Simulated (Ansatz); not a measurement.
C5H12O, SMILES `CC(C)CCO`, relaxed with RKS PBE0-D4/def2-TZVP in Ansatz 0.2.0 from a PBE-D4/def2-SVP geometry. The force threshold is 0.005 eV/Å; the program also tests the step.

The species carries charge 0 and has multiplicity 1.

Start:

```xyz
18

C    -0.202    0.544    1.955
C    -0.411    0.119    0.497
C    -1.008   -1.291    0.413
C     0.901    0.247   -0.300
C     0.764    0.026   -1.809
O    -0.218    0.857   -2.412
H    -1.151    0.506    2.529
H     0.522   -0.126    2.466
H     0.195    1.578    2.028
H    -1.136    0.820    0.026
H    -1.247   -1.580   -0.630
H    -0.304   -2.048    0.823
H    -1.948   -1.361    0.997
H     1.658   -0.467    0.100
H     1.328    1.262   -0.127
H     1.765    0.148   -2.291
H     0.443   -1.016   -2.019
H     0.048    1.781   -2.245
```

Question: How much energy does the relaxation release, and in how many steps? (Estimate.)

Answer: Computed: 1.71 kcal/mol, in 6 steps.

Question: Which bonds change most? (Estimate.)

Answer: The calculation gave: C5–H16 from 1.119 to 1.099 Å; C5–H17 from 1.111 to 1.092 Å; C2–H10 from 1.113 to 1.096 Å; C4–H15 from 1.115 to 1.099 Å.

Question: Give the relaxed structure. (An estimate is asked.)

Answer: Computed: 
```xyz
18

C    -0.200    0.530    1.944
C    -0.421    0.124    0.495
C    -0.996   -1.283    0.412
C     0.878    0.260   -0.295
C     0.756    0.017   -1.787
O    -0.181    0.868   -2.418
H    -1.130    0.481    2.516
H     0.523   -0.135    2.429
H     0.187    1.550    2.019
H    -1.150    0.812    0.051
H    -1.250   -1.562   -0.613
H    -0.281   -2.019    0.796
H    -1.908   -1.365    1.008
H     1.625   -0.437    0.108
H     1.289    1.266   -0.135
H     1.745    0.112   -2.256
H     0.407   -0.998   -1.987
H     0.104    1.777   -2.287
```
